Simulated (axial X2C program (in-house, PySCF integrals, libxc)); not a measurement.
## Potential curves of MgB⁺, with spin–orbit coupling

All values were computed with an axial X2C code built on PySCF integrals. Two-component (2c) means X2C with spin–orbit coupling and atomic mean-field two-electron Coulomb and Gaunt terms. Basis: Mg dyall-cv3z [9s8p6d3f], B dyall-v3z [7s6p2d1f] (cores contracted in-house); Gaussian nuclei, density fitting, unrestricted open shells. Masses: Mg 23.985 u, B 11.009 u.

State: Ω = 0 (closed shell). Energies in eV from the fragments at the same level (Mg+ + B). Fits are polynomials in 1 − R0/R over 0.85 to 1.23 times the lowest point R0.

| R (Å) | CCSD |
| --- | --- |
| 2.3414 | -1.4185 |
| 2.4186 | -1.4887 |
| 2.4958 | -1.5267 |
| 2.5730 | -1.5392 |
| 2.6631 | -1.5288 |
| 2.7531 | -1.4977 |
| 2.8689 | -1.4359 |

Correlated methods: 4 electrons correlated (number of frozen shells: Mg 2 s, 1 p; B 1 s), 222 virtual spin orbitals or spinors in MP2, 80 natural virtuals in coupled cluster.

One determinant describes the state; a PBE0 search over occupations chose it and may have missed a lower one. Closed shells are restricted here (equal orbitals for both partners); the stretched side of such a curve lies too high. De is counted from the lowest determinant-based energies of the atoms at the same level, without counterpoise correction. CCSD ran in a truncated set of natural virtual spinors with an MP2 remainder; without triples it tends to underbind. The T1 diagnostic is large, a sign of multireference character. Coupled cluster ran on the points near the minimum only. MP2 and coupled cluster on one determinant become unreliable at the stretched end.

Question: Fit the CCSD curve near its minimum: give the equilibrium distance, the harmonic wavenumber and the well depth.

Answer: At CCSD, 2c: Re = 2.579 Å, ωe ≈ 344 cm⁻¹, De = 1.54 eV to Mg+ + B; Be follows as 0.336 cm⁻¹.
